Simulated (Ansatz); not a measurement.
Correlation energies of `COC(C)Cl` by basis set

```tsv
atom	x (Å)	y (Å)	z (Å)
C1	1.1686	-0.3983	1.4170
O2	0.8163	-0.2149	0.0635
C3	-0.4786	0.1666	-0.1459
C4	-0.7900	0.1021	-1.6128
Cl5	-0.7718	1.8793	0.4495
H6	0.4936	-1.1126	1.9041
H7	1.1383	0.5509	1.9595
H8	2.1826	-0.7944	1.4280
H9	-1.1747	-0.4226	0.4612
H10	-0.6654	-0.9265	-1.9589
H11	-0.1057	0.7466	-2.1652
H12	-1.8134	0.4239	-1.8000
```

The species carries charge 0 and has multiplicity 1. Geometry: relaxed with PBE0-D4/def2-TZVP. It is one conformer, not always the lowest. Frozen core, restricted reference, the Gaussian-basis code of Ansatz. CBS rows extrapolate triple and quadruple zeta; past MP2 they add the triple-zeta difference.

```csv
basis,HF (Eh),MP2 corr.,CCSD corr.,(T),CCSD(T) total
def2-SVP,-651.74287,?,?,-0.02185,?
def2-TZVPP,-652.12369,?,?,-0.04034,?
def2-QZVPP,-652.14560,-1.02392,–,–,–
CBS(def2),-652.14862,-1.07740,-1.12597,as TZ,-653.31493
```

Q: Fill in the withheld values. (An estimate is asked.)

A: The calculation gave: def2-SVP MP2 corr.: -0.74702; def2-SVP CCSD corr.: -0.80305; def2-SVP CCSD(T) total: -652.56777; def2-TZVPP MP2 corr.: -0.95173; def2-TZVPP CCSD corr.: -1.00030; def2-TZVPP CCSD(T) total: -653.16433.
